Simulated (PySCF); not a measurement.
C₃H₄F₂O.
SMILES: `O=CCC(F)F`

The closed-shell SCF was solved with PySCF and density fitting under several settings on one GFN2-xTB geometry (grid level 2 and gas phase unless stated).

| settings | basis functions | SCF cycles | E (Eh) | HOMO (eV) | LUMO (eV) | dipole (D) |
| --- | --- | --- | --- | --- | --- | --- |
| PBE0/pcSseg-1 | 122 | 14 | -391.1802 | -7.91 | -1.19 | 0.69 |
| PBE0/def2-SVPD | 161 | 14 | -390.9473 | -8.04 | -1.39 | 0.70 |
| PBE0/aug-cc-pVDZ, IEF-PCM chloroform, start guess huckel | 174 | 13 | -391.2763 | -7.83 | -1.13 | 0.91 |

Task: Estimate the rows for these settings: (1) X3LYP/6-311+G(2d,p), IEF-PCM water; (2) B97-2/pcSseg-1, start guess vsap, fitting basis def2-universal-jkfit.

Result: 
| settings | basis functions | SCF cycles | E (Eh) | HOMO (eV) | LUMO (eV) | dipole (D) |
| --- | --- | --- | --- | --- | --- | --- |
| X3LYP/6-311+G(2d,p), IEF-PCM water | 186 | 14 | -391.6262 | -7.70 | -1.26 | 0.96 |
| B97-2/pcSseg-1, start guess vsap, fitting basis def2-universal-jkfit | 122 | 11 | -391.4605 | -7.64 | -1.28 | 0.68 |

Task: Over all rows, what range does the HOMO–LUMO gap span?

Result: From 6.36 eV (B97-2/pcSseg-1, start guess vsap, fitting basis def2-universal-jkfit) to 6.72 eV (PBE0/pcSseg-1). The functional of the narrowest has 21 % exact exchange, that of the widest 25 % exact exchange.

Task: And the dipole moment?

Result: From 0.68 D (B97-2/pcSseg-1, start guess vsap, fitting basis def2-universal-jkfit) to 0.96 D (X3LYP/6-311+G(2d,p), IEF-PCM water); the largest is 1.41 times the smallest, and the median is 0.70 D.

Task: Compare two rows with the functional PBE0: PBE0/pcSseg-1 and PBE0/def2-SVPD. Which energy is lower, and by how much?

Result: PBE0/pcSseg-1 (122 functions) lies 0.2329 Eh or 146 kcal/mol below PBE0/def2-SVPD (161 functions). The smaller set gives the lower energy; the two sets aren't nested, so the variational bound doesn't order them by size.

Cycle counts include a coarse-grid stage where the run had one. All basis functions are spherical, in the Pople sets too. One conformer (not necessarily the lowest) at the GFN2-xTB geometry, without vibrations or thermal averaging.

The values belong to the conformer `[O:1]=[CH:2][CH2:3][CH:4]([F:5])[F:6]`: O1–C2–C3–C4 136°, C2–C3–C4–F5 178°.
